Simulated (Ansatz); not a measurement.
# BaRuO3: computed properties

Level of theory: Ansatz, DFT r2SCAN, scalar-relativistic, plane waves, PAW.

Plane waves to 500 eV, a k mesh through Γ of 10×10×10 on the computed 5-atom cell and Gaussian smearing (0.10 eV); collinear spin from starting moments 0 1.41 0.21 0.21 0.21 μB.

The structure is relaxed at this level of theory with its symmetry kept. Whether it is the stable form of this composition wasn't checked.

Space group Pm-3m (No. 221). a = 4.020 Å, b = 4.020 Å, c = 4.020 Å, α = 90.00°, β = 90.00°, γ = 90.00°
```csv
atom,site,symmetry,x,y,z
Ba,1a,m-3m,0.0000,0.0000,0.0000
Ru,1b,m-3m,0.5000,0.5000,0.5000
O,3c,4/mm.m,0.5000,0.5000,0.0000
```

| Quantity | Value |
| --- | --- |
| Space group | Pm-3m (No. 221) |
| Volume per atom | 13.00 Å³ |
| Formation energy from the elements' standard states (uncorrected) | -2.014 eV/atom |
| Generalised Kohn–Sham band gap | none (metal) |
| Density of states at the Fermi level | 1.22 states/eV per cell |
| Löwdin character within 0.5 eV of the Fermi level | Ru 4d 64 %, O 2p 30 % |
| Bulk modulus | 172 GPa |
| Its pressure derivative | 2.4 |
| Bader charges (e) | Ba (1 in the cell) 1.59, Ru (1 in the cell) 1.82, O (3 in the cell) -1.14 |
| Total moment | 2.25 μB per cell |
| Site moments (μB; atoms counted from 1 over the whole cell) | Ru (atom 2) 1.28, O (atom 3) 0.19, O (atom 4) 0.19, O (atom 5) 0.19 |

The state reached may not be the lowest one. Spin-orbit coupling is left out, which matters for the bands of heavy elements.

Only this magnetic start was tried.

Symmetry holds off the tilts and polar distortions that many cubic perovskites undergo.